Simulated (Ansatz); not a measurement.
**H3O (doublet): from Hartree-Fock to the top rungs at distance H1–H2 along a hydrogen transfer = 0.816 Å, cc-pVDZ**

Aim: climb from Hartree-Fock through coupled cluster and multireference methods for H3O (doublet) at one geometry and basis, and see what each rung misses.

The runs use Ansatz 0.2.0, Gaussian basis; cc-pVDZ, core rule «outside noble gas», up to 1 orbitals frozen.

Plan: UHF; CCSD(T) on ROHF; CCSD(T) on UHF; BCCD(T) on ROHF; CISD; CCSDT(Q) on ROHF; CCSDT(Q) on UHF; CCSDTQ on ROHF; CCSDTQ on UHF; CASSCF and MRCISD+Q, 3 electrons in 3 orbitals; CASSCF and NEVPT2, 3 electrons in 3 orbitals; CASSCF and MRCISD+Q, 9 electrons in 7 orbitals; CASSCF and NEVPT2, 9 electrons in 7 orbitals.

### 1 The system

The geometry derives from fragments relaxed apart (PBE0/def2-TZVP) and kept rigid, so it is no stationary point. A hydrogen atom is moved between rigid fragments.

4 atoms, charge 0, spin multiplicity 2.

Atoms are counted from 1 here; the program's logs count them from 0.

Bond lengths: H1–H2 0.816 Å, O3–H4 0.973 Å.

### 2 UHF

The input, in.yaml:

```yaml
crystal:
  periodic: [false, false, false]
  atoms:
    - {symbol: H, position_ang: [-2.049374, 0.049803, 0.000000]}
    - {symbol: H, position_ang: [-1.233374, 0.049803, 0.000000]}
    - {symbol: O, position_ang: [0.179626, 0.049803, 0.000000]}
    - {symbol: H, position_ang: [0.431485, -0.890147, 0.000000]}
basis:
  gaussian: {orbitals: cc-pVDZ}
magnetization: {spin_polarized: true, initial_magnetization: 1}
hamiltonian: {xc: hf}
output: {orbitals: {seedname: orbitals}}
```

On the command line:

```bash
ansatz run in.yaml --threads 1 --pin off --events-out ev --progress --plain --max-ram 2816MiB --backend cpu
```

After this run come: CCSD(T) on ROHF; CCSD(T) on UHF; BCCD(T) on ROHF; CISD; CCSDT(Q) on ROHF; CCSDT(Q) on UHF; CCSDTQ on ROHF; CCSDTQ on UHF; CASSCF and MRCISD+Q, 3 electrons in 3 orbitals; CASSCF and NEVPT2, 3 electrons in 3 orbitals; CASSCF and MRCISD+Q, 9 electrons in 7 orbitals; CASSCF and NEVPT2, 9 electrons in 7 orbitals.

**Question.** What will the summary of the whole plan be? Wanted: UCCSDTQ below the RHF energy; RMP2 from UCCSDTQ; UMP2 from UCCSDTQ; RCCSD from UCCSDTQ; RCCSD(T) from UCCSDTQ; UCCSD(T) from UCCSDTQ; RCCSDT(Q) from UCCSDTQ; UCCSDT(Q) from UCCSDTQ; MRCISD+Q pair from UCCSDTQ.

The runs gave:

| quantity | value |
| --- | --- |
| UCCSDTQ below the RHF energy | -6.0510 eV |
| RMP2 from UCCSDTQ | +760.8 meV |
| UMP2 from UCCSDTQ | +739.1 meV |
| RCCSD from UCCSDTQ | +104.4 meV |
| RCCSD(T) from UCCSDTQ | +19.9 meV |
| UCCSD(T) from UCCSDTQ | +19.5 meV |
| RCCSDT(Q) from UCCSDTQ | +0.5 meV |
| UCCSDT(Q) from UCCSDTQ | -0.1 meV |
| MRCISD+Q pair from UCCSDTQ | +16.2 meV |
| NEVPT2 valence from UCCSDTQ | +762.4 meV |
| MRCISD+Q valence from UCCSDTQ | +21.0 meV |
| levels within 1 kcal/mol (43 meV) | RCCSD(T), UCCSD(T), BCCD(T), RCCSDT, UCCSDT, RCCSDT(Q), UCCSDT(Q), RCCSDTQ, MRCISD+Q pair, MRCISD+Q valence |
| T1 diagnostic | 0.033 |
| effectively unpaired electrons | 1.01 |

**Reading.** RCCSD(T) lands +19.9 meV from the yardstick (0.3 % of the correlation energy). One determinant dominates. Of the multireference levels listed MRCISD+Q pair comes nearest in total energy (+16.2 meV), which doesn't show that its space is the better one. These misses are within one basis, not against nature; the frozen cores of restricted and unrestricted runs differ, which can shift their rows.
